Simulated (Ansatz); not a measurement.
```yaml
crystal:
  periodic: [false, false, false]
  atoms:
    - {symbol: Zr, position_ang: [-2.504654, -0.014539, -0.004133]}
    - {symbol: O, position_ang: [0.453977, 0.016318, 0.001762]}
    - {symbol: H, position_ang: [1.048335, 0.775268, -0.000958]}
    - {symbol: H, position_ang: [1.002342, -0.777047, 0.003330]}
basis:
  gaussian: {orbitals: def2-TZVP}
magnetization: {spin_polarized: true, initial_magnetization: 2}
hamiltonian: {xc: pbe0}
relax: {f_tol: 0.004, max_steps: 80}
```

```sh
$ ansatz run in.yaml --threads 1 --pin off --events-out ev --progress --plain --max-ram 2176MiB
```

Steps of the relaxation (energy above the last step; positions in Å, forces in eV/Å):

```
4
step 1, 410.5 meV
Zr   -2.505   -0.015   -0.004    0.457    0.009    0.000
O     0.454    0.016    0.002   -0.288   -0.040    0.003
H     1.048    0.775   -0.001   -0.088   -0.131   -0.001
H     1.002   -0.777    0.003   -0.081    0.162   -0.002
```

```
4
step 2, 316.2 meV
Zr   -2.370   -0.006   -0.006    0.579    0.005    0.001
O     0.408    0.006    0.013   -0.419   -0.018    0.010
H     0.989    0.773   -0.006   -0.080    0.011   -0.006
H     0.973   -0.773   -0.001   -0.079    0.002   -0.005
```

```
4
step 3, 170.0 meV
Zr   -2.199   -0.001   -0.013    0.673    0.001    0.005
O     0.352    0.001    0.055   -0.375   -0.002    0.010
H     0.924    0.774   -0.024   -0.150    0.044   -0.008
H     0.922   -0.774   -0.019   -0.148   -0.044   -0.007
```

```
4
step 6, 27.5 meV
Zr   -1.872   -0.004   -0.027   -0.614    0.000   -0.050
O     0.273    0.004    0.140    0.745    0.009    0.011
H     0.805    0.794   -0.059   -0.072   -0.088    0.021
H     0.794   -0.794   -0.054   -0.058    0.079    0.018
```

```
4
step 8, 4.7 meV
Zr   -1.936   -0.023   -0.030    0.035    0.026   -0.005
O     0.302    0.022    0.150   -0.237    0.024    0.124
H     0.850    0.787   -0.061    0.058    0.122   -0.057
H     0.784   -0.786   -0.059    0.144   -0.171   -0.061
```

```
4
step 9, 0.1 meV
Zr   -1.916   -0.004   -0.040    0.000    0.002   -0.001
O     0.315    0.005    0.204   -0.019    0.014    0.018
H     0.806    0.789   -0.085    0.002   -0.029   -0.006
H     0.795   -0.789   -0.078    0.016    0.013   -0.011
```

```
4
step 11, 0.0 meV
Zr   -1.913   -0.002   -0.043    0.000    0.000    0.000
O     0.317    0.003    0.214    0.001    0.002    0.000
H     0.801    0.787   -0.090   -0.001    0.000    0.001
H     0.796   -0.787   -0.082    0.001   -0.002    0.000
```

Close pairs at the end: O2–H3 0.970 Å, O2–H4 0.970 Å, Zr1–O2 2.245 Å, Zr1–H4 2.821 Å, Zr1–H3 2.827 Å.

A stationary point of unrestricted PBE0 after 11 steps, with ⟨S²⟩ = 2.028 against 2.00 for a pure state; no frequencies were run, so it isn't proven a minimum. 5.7 min on 1 thread of Intel Xeon Platinum 8488C, shared host.
